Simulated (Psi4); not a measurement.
# SiNH2Cl (SMILES N[Si]Cl), step by step

We compute a structure relaxation (BLYP-D3(BJ)/6-31G), then vibrational wavenumbers, then the excited states (TD-BLYP/6-31G) of SiNH2Cl. 

The calculation is run with Psi4 1.11.

## Step 1: The structure to begin with

SiNH2Cl: 5 atoms, total charge 0, spin state singlet. As SMILES, `N[Si]Cl`. All atoms were displaced at random from a relaxed shape. The run starts from this shape.

Bond lengths: N1–Si2 1.565 Å, Si2–Cl3 2.031 Å, N1–H4 1.104 Å, N1–H5 1.106 Å. Angles: N1–Si2–Cl3 99.8°, Si2–N1–H4 129.9°, Si2–N1–H5 129.7°, H4–N1–H5 99.2°.

## Step 2: A structure relaxation at BLYP-D3(BJ)/6-31G (density fitting) (run 1)

Contents of calc.inp:

```
memory 1.6 GB

molecule system {
  0 1
  N
  Si 1 R2
  Cl 2 R3 1 A3
  H 1 R4 2 A4 3 D4
  H 1 R5 4 A5 2 D5

  R2 = 1.565259
  R3 = 2.031398
  A3 = 99.79327
  R4 = 1.103542
  A4 = 129.91125
  D4 = 169.58499
  R5 = 1.106308
  A5 = 99.24235
  D5 = 168.26341
  symmetry c1
}

set {
  basis        6-31G
  geom_maxiter 60
}

E = optimize("blyp-d3bj2b")
```

Started as:

```bash
psi4 -i calc.inp -o calc.out -n 1
```

calc.out:

```text
[...]
  Running in c1 symmetry.
[...]
  Nuclear repulsion =  136.487398598967758
[...]
  Multiplicity = 1
[...]
  Nalpha       = 20
  Nbeta        = 20
[...]
    Number of basis functions: 39
[...]
   @DF-RKS iter   1:  -805.17080160155695    2.51934e-01   2.31622e-02 ADIIS/DIIS
[...]
   @DF-RKS iter   7:  -805.60194771800002   -1.25056e-12   1.16889e-09 DIIS
[...]
  @DF-RKS Final Energy:  -805.60194771800002
   => Energetics <=
    Nuclear Repulsion Energy =            123.5138984164281908
    One-Electron Energy =               -1358.0886301048874429
    Two-Electron Energy =                 485.7289775704076646
    DFT Exchange-Correlation Energy =     -56.7474471424222386
    Empirical Dispersion Energy =          -0.0087464575261335
    VV10 Nonlocal Energy =                  0.0000000000000000
    Total Energy =                       -805.6019477180000194
[...]
  -Total Gradient:
     Atom            X                  Y                   Z
    ------   -----------------  -----------------  -----------------
       1       -0.000001397901     0.000018142335    -0.000090619467
       2        0.000000745406    -0.000018001435     0.000121687602
       3       -0.000000364095     0.000074607422     0.000017612110
       4        0.000000007559    -0.000007136699    -0.000059054267
       5        0.000001012815    -0.000007200236    -0.000030079195
[...]
```

On the terminal:

```text
Optimizer: Optimization complete!
```

Run time: 18 s. Hardware: 1 thread of Intel Xeon Platinum 8488C (Sapphire Rapids), shared host; peak memory 0.34 GiB.

Steps, from the record of the run:

```csv
step,energy from the first frame kept (eV),largest force (eV/Å)
0,0.0000,12.3856
1,-1.2510,4.0479
2,-1.5051,0.9813
3,-1.5399,0.3820
4,-1.5457,0.1877
5,-1.5473,0.0930
6,-1.5477,0.0340
7,-1.5477,0.0165
8,-1.5477,0.0063
```

After the run. Bond lengths: N1–Si2 1.777 Å, Si2–Cl3 2.299 Å, N1–H4 1.023 Å, N1–H5 1.024 Å. Angles: N1–Si2–Cl3 95.4°, Si2–N1–H4 121.7°, Si2–N1–H5 124.5°, H4–N1–H5 113.8°.

## Step 3: The harmonic vibrations at BLYP-D3(BJ)/6-31G (density fitting) (run 2)

Contents of input.dat:

```
memory 1.6 GB

molecule m {
  N     -0.17135281     1.32107730    -0.26190470
  Si    -0.22939385    -0.62935439     2.46995141
  Cl     1.19132870    -4.20220099     0.44836020
  H     -0.69655494     3.18059426    -0.19547894
  H      0.37419790     0.72634080    -2.01996794
  units bohr
  symmetry c1
}

set {
  basis 6-31G
  t 298.15
  rotational_symmetry_number 1
}

frequencies("blyp-d3bj")
```

Started as:

```bash
psi4 -n 1 input.dat output.dat
```

output.dat:

```text
[...]
  Running in c1 symmetry.
[...]
  Nuclear repulsion =  123.513920078466953
[...]
  Multiplicity = 1
[...]
  Nalpha       = 20
  Nbeta        = 20
[...]
    Number of basis functions: 39
[...]
   @DF-RKS iter   1:  -805.23943182592996   -9.26267e-02   2.26133e-02 ADIIS/DIIS
[...]
   @DF-RKS iter  12:  -805.60194524562621   -3.41061e-13   9.76443e-10 DIIS
[...]
  @DF-RKS Final Energy:  -805.60194524562621
   => Energetics <=
    Nuclear Repulsion Energy =            123.5057586466757300
    One-Electron Energy =               -1358.0740777618580069
    Two-Electron Energy =                 485.7218441252638286
    DFT Exchange-Correlation Energy =     -56.7467242078360954
    Empirical Dispersion Energy =          -0.0087460478716541
    VV10 Nonlocal Energy =                  0.0000000000000000
    Total Energy =                       -805.6019452456262115
[...]
  -Total Gradient:
     Atom            X                  Y                   Z
    ------   -----------------  -----------------  -----------------
       1       -0.000341816633     0.000472016046     0.000982914708
       2       -0.000031276106    -0.000018517591     0.000140417136
       3       -0.000018519583     0.000051882086     0.000042501023
       4       -0.000034607258     0.000048139251     0.000129125827
       5        0.000406943225    -0.000483653969    -0.001294892421
[...]
  ==> Harmonic Vibrational Analysis <==
[...]
  Freq [cm^-1]                 220.3753            386.9998            501.0089
[...]
  IR activ [km/mol]             4.3834             58.1208              0.6267
[...]
  Freq [cm^-1]                 701.4117            770.2770            821.4820
[...]
  IR activ [km/mol]            324.7236            42.3938             50.6419
[...]
  Freq [cm^-1]                1581.3921           3427.9523           3556.5337
[...]
```

On the terminal:

```text
Warning: used thermodynamics relations inappropriate for low-frequency modes: ['220.3753' '386.9998' '501.0089']
```

Wall time 52 s (1 thread of Intel Xeon Platinum 8488C (Sapphire Rapids), shared host); peak memory 0.32 GiB.

## Step 4: The excited states at TD-BLYP/6-31G (density fitting, save jk yes) (run 3)

Contents of calc.dat:

```
memory 1.6 GB

molecule m {
  N     -0.090676     0.699084    -0.138594
  Si    -0.121390    -0.333040     1.307042
  Cl     0.630424    -2.223709     0.237262
  H     -0.368601     1.683098    -0.103443
  H      0.198017     0.384363    -1.068921
}

set basis 6-31G
set save_jk true

from psi4.driver.procrouting.response.scf_response import tdscf_excitations
e, wfn = energy('blyp', return_wfn=True)
states = tdscf_excitations(wfn, states=6, tda=False)
```

Started as:

```bash
psi4 calc.dat calc.out -n 1
```

calc.out:

```text
[...]
  Running in c1 symmetry.
[...]
  Nuclear repulsion =  123.513919930040217
[...]
  Multiplicity = 1
[...]
  Nalpha       = 20
  Nbeta        = 20
[...]
    Number of basis functions: 39
[...]
   @DF-RKS iter   1:  -805.23068536645530   -9.26267e-02   2.26133e-02 DIIS/ADIIS
[...]
   @DF-RKS iter  10:  -805.59320125996067   -4.03111e-09   2.01705e-07 DIIS
[...]
  @DF-RKS Final Energy:  -805.59320125996067
   => Energetics <=
    Nuclear Repulsion Energy =            123.5139199300402169
    One-Electron Energy =               -1358.0886894660932285
    Two-Electron Energy =                 485.7290158438718208
    DFT Exchange-Correlation Energy =     -56.7474475677794317
    Empirical Dispersion Energy =           0.0000000000000000
    VV10 Nonlocal Energy =                  0.0000000000000000
    Total Energy =                       -805.5932012599606651
[...]
 Multipole Moments:
 ------------------------------------------------------------------------------------
     Multipole            Electronic (a.u.)      Nuclear  (a.u.)        Total (a.u.)
 ------------------------------------------------------------------------------------
 L = 1.  Multiply by 2.5417464519 to convert [e a0] to [Debye]
 Dipole X            :          0.5829370           -0.9526184           -0.3696815
 Dipole Y            :         -3.3601685            4.8963684            1.5361998
 Dipole Z            :          1.5642448           -1.8045498           -0.2403050
 Magnitude           :                                                    1.5982242
[...]
                                    Excitation Energy         Total Energy        Oscillator Strength             Rotatory Strength
[...]
Excited State    1 (1 A):   0.14821 au   307.43 nm f = 0.0146
[...]
Excited State    3 (1 A):   0.17325 au   263.00 nm f = 0.0313
[...]
```

It took 7.8 s on 1 thread of Intel Xeon Platinum 8488C (Sapphire Rapids), shared host; peak memory 0.31 GiB.

The roots found:

```csv
excited state,energy (eV),strength,label
1,4.033,0.0146,A 1
2,4.598,0.0207,A 1
3,4.714,0.0313,A 1
4,5.526,0.0025,A 1
5,5.721,0.0414,A 1
6,5.991,0.0450,A 1
```

## Step 5: Summary of results

```
                                                                           quantity             value
                                  run 1, BLYP-D3(BJ)/6-31G: total energy at the end     -805.60195 Eh
                                            run 1, BLYP-D3(BJ)/6-31G: dipole moment            4.06 D
                                              run 1, BLYP-D3(BJ)/6-31G: HOMO energy          -6.28 eV
                                              run 1, BLYP-D3(BJ)/6-31G: LUMO energy          -2.66 eV
                                            run 1, BLYP-D3(BJ)/6-31G: HOMO–LUMO gap           3.61 eV
                                        run 1, BLYP-D3(BJ)/6-31G: dispersion energy     -22.96 kJ/mol
                               run 2, BLYP-D3(BJ)/6-31G: lowest harmonic wavenumber          220 cm⁻¹
                              run 2, BLYP-D3(BJ)/6-31G: highest harmonic wavenumber         3557 cm⁻¹
                                        run 2, BLYP-D3(BJ)/6-31G: zero-point energy       71.6 kJ/mol
run 2, BLYP-D3(BJ)/6-31G: ideal-gas entropy at 298.15 K (symmetry number 1 as used)  68.1 cal/(mol K)
                            run 3, TD-BLYP/6-31G: ground-state or mean-field energy     -805.59320 Eh
                       run 3, TD-BLYP/6-31G: dipole moment (BLYP Kohn–Sham density)            4.06 D
                        run 3, TD-BLYP/6-31G: HOMO energy (BLYP Kohn–Sham orbitals)          -6.28 eV
                        run 3, TD-BLYP/6-31G: LUMO energy (BLYP Kohn–Sham orbitals)          -2.66 eV
                      run 3, TD-BLYP/6-31G: HOMO–LUMO gap (BLYP Kohn–Sham orbitals)           3.61 eV
                                     run 3, TD-BLYP/6-31G: lowest excitation energy           4.03 eV
```

The optimisation (run 1, BLYP-D3(BJ)/6-31G) took 9 steps and changed the energy by -1.548 eV. All 9 modes (run 2, BLYP-D3(BJ)/6-31G) are real, so the shape is a minimum at this level. The brightest of the 6 transitions from the ground state lies at 5.99 eV (207 nm, f = 0.045); the lowest, at 4.03 eV, has f = 0.015.
